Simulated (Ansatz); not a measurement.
# One shape, several levels: CF (SMILES [C]F)

Aim: a comparison of 3 runs (U-wB97M-V/STO-3G, UB2PLYP/STO-3G, UCCSD/STO-3G) of CF. 

The results are computed with Ansatz 0.2.0.

44 further runs of the same task are left out: 9 that didn't finish, 35 set aside as unsound or not needed.

**1. The molecule**

The species is CF (2 atoms), meant as a doublet with charge 0. As SMILES, `[C]F`. The F2–C1 distance was set to 2.537 Å, away from the relaxed value.

**2. The energy at U-wB97M-V/STO-3G (run 1)**

input.yaml

```yaml
crystal:
  periodic: [false, false, false]
  atoms:
    - symbol: C
      position_ang: [-0.000000, 0.000000, -1.265180]
    - symbol: F
      position_ang: [0.000000, -0.000000, 1.271320]
basis:
  gaussian:
    orbitals: STO-3G
accuracy: high
magnetization:
  spin_polarized: true
  initial_magnetization: 1
hamiltonian:
  xc: {name: wB97M-V}
```

Launch:

```console
ansatz run input.yaml --threads 1 --pin off --max-ram 3480MiB --events-out events.jsonl --progress --plain --runs-dir runs
```

The program printed:

```text
Warning: RAYON_NUM_THREADS=1 ignored (pool sized by the plan → 1); use --threads N
Functional definition: wB97M-V
  name "wB97M-V"
  parameter omega = 0.3/bohr
  parameter cx = 0.15
  parameter cx01 = 1.007
  parameter cx10 = 0.259
  parameter css00 = 0.443
  parameter css04 = -1.437
  parameter css10 = -4.535
  parameter css20 = -3.390
  parameter css43 = 4.278
  parameter cos00 = 1.000
  parameter cos10 = 1.358
  parameter cos20 = 2.924
  parameter cos21 = -8.812
  parameter cos60 = -1.390
  parameter cos61 = 9.142
  parameter b = 6.0
  parameter c = 0.01
  gx(w, u) = 1 - cx + cx01*u + cx10*w
  gss(w, u) = css00 + css04*u^4 + css10*w + css20*w^2 + css43*w^4*u^3
  gos(w, u) = cos00 + cos10*w + (cos20 + cos21*u)*w^2 + (cos60 + cos61*u)*w^6
  exchange = spin_sum(e_x_unif_sr(omega)*gx(b97_w, b97_u_x)) + cx*exact_x_sr(omega) + exact_x_lr(omega)
  correlation = spin_sum(e_c_pw_mod_same_spin*gss(b97_w, b97_u_same))
      + integral(e_c_pw_mod_opposite_spin*gos(b97_w_opposite, b97_u_opposite)) + vv10(b, c)
143 factors; integrals over basis functions are off by at most 1.8e-8 eV
83 factors; integrals over basis functions are off by at most 4.3e-10 eV
mean field evaluation 1: about -3679.2705 eV, gradient 1.0e1 eV
mean field evaluation 2: about -3451.1440 eV, gradient 4.0e1 eV
mean field evaluation 4: about -3684.1825 eV, gradient 1.6e1 eV
mean field evaluation 8: about -3684.1820 eV, gradient 1.6e1 eV
mean field evaluation 16: about -3690.9427 eV, gradient 6.5e-5 eV
mean field evaluation 32: about -3690.1111 eV, gradient 1.1e-3 eV
mean field -3690.94266057 eV, -135.6396409653 hartree, gradient 4.8e-8 eV, S^2 1.666756; 6 other end points of the search recorded, 0 dependent functions left out
reference -3690.94266166 eV, -135.6396410053 hartree; 8, 7 occupied and 2, 3 virtual orbitals, 143 factors
Total energy: -3690.94266166 eV, -135.6396410053 hartree
```

Run time: 15 s. Hardware: 1 thread of Arm Neoverse V1, shared host; peak memory 0.25 GiB.

**3. A single-point energy at UB2PLYP/STO-3G (run 2)**

in.yaml

```yaml
crystal:
  periodic: [false, false, false]
  atoms:
    - symbol: C
      position_ang: [-0.000000, 0.000000, -1.265180]
    - symbol: F
      position_ang: [0.000000, -0.000000, 1.271320]
basis:
  gaussian: {orbitals: STO-3G}
magnetization: {spin_polarized: true, initial_magnetization: 1}
hamiltonian: {xc: {name: B2PLYP}}
correlation: {frozen_orbitals: {C: 1, F: 1}}
accuracy: high
```

Launch:

```console
ansatz run in.yaml --threads 1 --pin off --max-ram 3480MiB --events-out events.jsonl --progress --plain --runs-dir runs
```

The program printed (excerpt; [...] marks lines left out):

```text
Warning: RAYON_NUM_THREADS=1 ignored (pool sized by the plan → 1); use --threads N
Functional definition: B2PLYP
  name "B2PLYP"
[...]
143 factors; integrals over basis functions are off by at most 1.8e-8 eV
[...]
mean field -3687.05113102 eV, -135.4966298919 hartree, gradient 9.5e-9 eV, S^2 1.707135; 14 other end points of the search recorded, 0 dependent functions left out
2 core orbitals not correlated: weight in the atoms' cores, before any rotation towards them, 1.000 or more for the frozen orbitals, at most 0.000 for the correlated occupied ones
reference -3687.05114087 eV, -135.4966302539 hartree; 6, 5 occupied and 2, 3 virtual orbitals, 143 factors
second order -0.39307838 eV of doubles, -0.00000000 eV of singles
Total energy: -3687.15727203 eV, -135.5005305022 hartree
```

Run time: 5.4 s. Hardware: 1 thread of Arm Neoverse V1, shared host; peak memory 0.093 GiB.

**4. A single-point energy at UCCSD/STO-3G (run 3)**

in.yaml

```yaml
crystal:
  periodic: [false, false, false]
  atoms:
    - {symbol: C, position_ang: [-0.000000, 0.000000, -1.265180]}
    - {symbol: F, position_ang: [0.000000, -0.000000, 1.271320]}
basis:
  gaussian: {orbitals: STO-3G}
magnetization: {spin_polarized: true, initial_magnetization: 1}
correlation: {method: ccsd, frozen_orbitals: {C: 1, F: 1}}
accuracy: high
scf: {omitted_lower_state_checks: [cluster_reference, increment]}
```

Launch:

```console
ansatz run in.yaml --threads 1 --pin off --max-ram 3480MiB --events-out events.jsonl --progress --plain --runs-dir runs
```

The program printed:

```text
Warning: RAYON_NUM_THREADS=1 ignored (pool sized by the plan → 1); use --threads N
[... 21 lines left out ...]
2 core orbitals not correlated: weight in the atoms' cores, before any rotation towards them, 1.000 or more for the frozen orbitals, at most 0.000 for the correlated occupied ones
[... 170 lines left out ...]
Total energy: -3679.18381646 eV, -135.2075114146 hartree
Checks for a lower state left out: cluster_reference, increment
```

Wall time 0.58 s (1 thread of Arm Neoverse V1, shared host).

**5. All runs side by side**

```
run             level  frozen core orbitals  energy (Eh)   ⟨S²⟩  wall time
  1  U-wB97M-V/STO-3G                     –  -135.639641  1.667       15 s
  2    UB2PLYP/STO-3G                     2  -135.500531  1.707      5.4 s
  3      UCCSD/STO-3G                     2  -135.207511  1.750     0.58 s
```

**6. Summary of results**

```
                                          quantity          value
                               run 3: total energy  -135.20751 Eh
run 3: correlation energy (2 core orbitals frozen)      -20.3 mEh
          run 3: ⟨S²⟩ of the reference determinant          1.750
                              run 3: T1 diagnostic          0.006
```

What this shows: Totals of different functionals can't be ranked against each other. In runs 1, 2, 3 the basis is minimal, so the values are rough. Spin contamination of the reference: run 3 ⟨S²⟩ = 1.75, run 2 ⟨S²⟩ = 1.71, run 1 ⟨S²⟩ = 1.67. Where it is this large, the reference is a mixture of spin states, and values that rest on it are in doubt. All runs together took 21 s, the longest 15 s.
